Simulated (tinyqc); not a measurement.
Inside a calculation. Method: UHF in the sto-3g basis, for H2F+, spin multiplicity 1. One step of it, computed by the program tinyqc.

Problem. Iteration 38 (converged): orbitals. Diagonalise F' = X^T F X, C = X C', fill 5 alpha and 5 beta electrons from the bottom; D(s) = C_occ C_occ^T. Each column has its largest component positive (the first on a tie).

converged F(alpha) (hartree), order 1F 1s, 1F 2s, 1F 2px, 1F 2py, 1F 2pz, 2H 1s, 3H 1s:
```
[[-26.517021, -6.762053, 0.000000, 0.000000, -0.018216, -0.631379, -0.631379],
 [-6.762053, -3.514013, 0.000007, 0.000000, -0.066778, -0.733636, -0.733636],
 [0.000000, 0.000007, -0.952446, 0.000000, 0.000018, -0.000008, -0.000008],
 [0.000000, 0.000000, 0.000000, -0.817543, 0.000000, -0.372191, 0.372191],
 [-0.018216, -0.066778, 0.000018, 0.000000, -0.848871, -0.343941, -0.343941],
 [-0.631379, -0.733636, -0.000008, -0.372191, -0.343941, -0.600166, -0.199486],
 [-0.631379, -0.733636, -0.000008, 0.372191, -0.343941, -0.199486, -0.600166]]
```

converged F(beta) (hartree), order 1F 1s, 1F 2s, 1F 2px, 1F 2py, 1F 2pz, 2H 1s, 3H 1s:
```
[[-26.517021, -6.762053, 0.000000, 0.000000, -0.018216, -0.631379, -0.631379],
 [-6.762053, -3.514013, -0.000007, 0.000000, -0.066778, -0.733636, -0.733636],
 [0.000000, -0.000007, -0.952446, 0.000000, -0.000018, 0.000008, 0.000008],
 [0.000000, 0.000000, 0.000000, -0.817543, 0.000000, -0.372191, 0.372191],
 [-0.018216, -0.066778, -0.000018, 0.000000, -0.848871, -0.343941, -0.343941],
 [-0.631379, -0.733636, 0.000008, -0.372191, -0.343941, -0.600166, -0.199486],
 [-0.631379, -0.733636, 0.000008, 0.372191, -0.343941, -0.199486, -0.600166]]
```

X, order 1F 1s, 1F 2s, 1F 2px, 1F 2py, 1F 2pz, 2H 1s, 3H 1s:
```
[[-0.477060, 0.000000, 0.642125, 0.000000, 0.602068, 0.000000, 0.247280],
 [0.907693, 0.000000, -0.228545, 0.000000, 0.307719, 0.000000, 0.484017],
 [0.000000, 0.000000, 0.000000, 1.000000, 0.000000, 0.000000, 0.000000],
 [0.000000, 0.735753, 0.000000, 0.000000, 0.000000, 0.729397, 0.000000],
 [0.356684, 0.000000, 0.720404, 0.000000, -0.593343, 0.000000, 0.212250],
 [-0.503576, -0.680437, -0.254999, 0.000000, -0.217984, 0.394346, 0.394258],
 [-0.503576, 0.680437, -0.254999, 0.000000, -0.217984, -0.394346, 0.394258]]
```

Give: F' = X^T F X; orbital energies; coefficients C; F' = X^T F X; orbital energies; coefficients C; D(alpha) after iteration 38; D(beta) after iteration 38.

Solution.

F' = X^T F X (alpha) (hartree):
```
[[-2.6427, 0.0000, 4.4514, 0.0000, 4.5729, 0.0000, 2.0611],
 [0.0000, -0.0683, 0.0000, 0.0000, 0.0000, -0.0702, 0.0000],
 [4.4514, 0.0000, -9.1766, 0.0000, -9.7444, 0.0000, -5.6210],
 [0.0000, 0.0000, 0.0000, -0.9524, 0.0000, 0.0000, 0.0000],
 [4.5729, 0.0000, -9.7444, 0.0000, -12.4375, 0.0000, -6.7589],
 [0.0000, -0.0702, 0.0000, 0.0000, 0.0000, -0.9878, 0.0000],
 [2.0611, 0.0000, -5.6210, 0.0000, -6.7589, 0.0000, -5.2872]]
```

orbital energies (alpha) (hartree): [-26.5261, -1.9155, -0.9931, -0.9604, -0.9524, -0.1418, -0.0629]

coefficients C (alpha), order 1F 1s, 1F 2s, 1F 2px, 1F 2py, 1F 2pz, 2H 1s, 3H 1s:
```
[[0.9950, -0.2555, 0.0000, 0.0537, 0.0001, 0.0735, 0.0000],
 [0.0208, 0.9832, 0.0000, -0.2626, -0.0003, -0.4111, 0.0000],
 [0.0000, 0.0000, 0.0000, -0.0012, 1.0000, 0.0000, 0.0000],
 [0.0000, 0.0000, 0.7830, 0.0000, 0.0000, 0.0000, -0.6784],
 [0.0015, 0.0662, 0.0000, 0.8430, 0.0010, -0.5729, 0.0000],
 [-0.0026, 0.0708, 0.3417, 0.2691, 0.0003, 0.6664, 0.7083],
 [-0.0026, 0.0708, -0.3417, 0.2691, 0.0003, 0.6664, -0.7083]]
```

F' = X^T F X (beta) (hartree):
```
[[-2.6427, 0.0000, 4.4514, 0.0000, 4.5729, 0.0000, 2.0611],
 [0.0000, -0.0683, 0.0000, 0.0000, 0.0000, -0.0702, 0.0000],
 [4.4514, 0.0000, -9.1766, 0.0000, -9.7444, 0.0000, -5.6210],
 [0.0000, 0.0000, 0.0000, -0.9524, 0.0000, 0.0000, 0.0000],
 [4.5729, 0.0000, -9.7444, 0.0000, -12.4375, 0.0000, -6.7589],
 [0.0000, -0.0702, 0.0000, 0.0000, 0.0000, -0.9878, 0.0000],
 [2.0611, 0.0000, -5.6210, 0.0000, -6.7589, 0.0000, -5.2872]]
```

orbital energies (beta) (hartree): [-26.5261, -1.9155, -0.9931, -0.9604, -0.9524, -0.1418, -0.0629]

coefficients C (beta), order 1F 1s, 1F 2s, 1F 2px, 1F 2py, 1F 2pz, 2H 1s, 3H 1s:
```
[[0.9950, -0.2555, 0.0000, 0.0537, -0.0001, 0.0735, 0.0000],
 [0.0208, 0.9832, 0.0000, -0.2626, 0.0003, -0.4111, 0.0000],
 [0.0000, 0.0000, 0.0000, 0.0012, 1.0000, 0.0000, 0.0000],
 [0.0000, 0.0000, 0.7830, 0.0000, 0.0000, 0.0000, -0.6784],
 [0.0015, 0.0662, 0.0000, 0.8430, -0.0010, -0.5729, 0.0000],
 [-0.0026, 0.0708, 0.3417, 0.2691, -0.0003, 0.6664, 0.7083],
 [-0.0026, 0.0708, -0.3417, 0.2691, -0.0003, 0.6664, -0.7083]]
```

D(alpha) after iteration 38, order 1F 1s, 1F 2s, 1F 2px, 1F 2py, 1F 2pz, 2H 1s, 3H 1s:
```
[[1.0581, -0.2446, 0.0000, 0.0000, 0.0298, -0.0062, -0.0062],
 [-0.2446, 1.0361, 0.0000, 0.0000, -0.1562, -0.0011, -0.0011],
 [0.0000, 0.0000, 1.0000, 0.0000, 0.0000, 0.0000, 0.0000],
 [0.0000, 0.0000, 0.0000, 0.6131, 0.0000, 0.2675, -0.2675],
 [0.0298, -0.1562, 0.0000, 0.0000, 0.7151, 0.2315, 0.2315],
 [-0.0062, -0.0011, 0.0000, 0.2675, 0.2315, 0.1942, -0.0393],
 [-0.0062, -0.0011, 0.0000, -0.2675, 0.2315, -0.0393, 0.1942]]
```

D(beta) after iteration 38, order 1F 1s, 1F 2s, 1F 2px, 1F 2py, 1F 2pz, 2H 1s, 3H 1s:
```
[[1.0581, -0.2446, 0.0000, 0.0000, 0.0298, -0.0062, -0.0062],
 [-0.2446, 1.0361, 0.0000, 0.0000, -0.1562, -0.0011, -0.0011],
 [0.0000, 0.0000, 1.0000, 0.0000, 0.0000, 0.0000, 0.0000],
 [0.0000, 0.0000, 0.0000, 0.6131, 0.0000, 0.2675, -0.2675],
 [0.0298, -0.1562, 0.0000, 0.0000, 0.7151, 0.2315, 0.2315],
 [-0.0062, -0.0011, 0.0000, 0.2675, 0.2315, 0.1942, -0.0393],
 [-0.0062, -0.0011, 0.0000, -0.2675, 0.2315, -0.0393, 0.1942]]
```
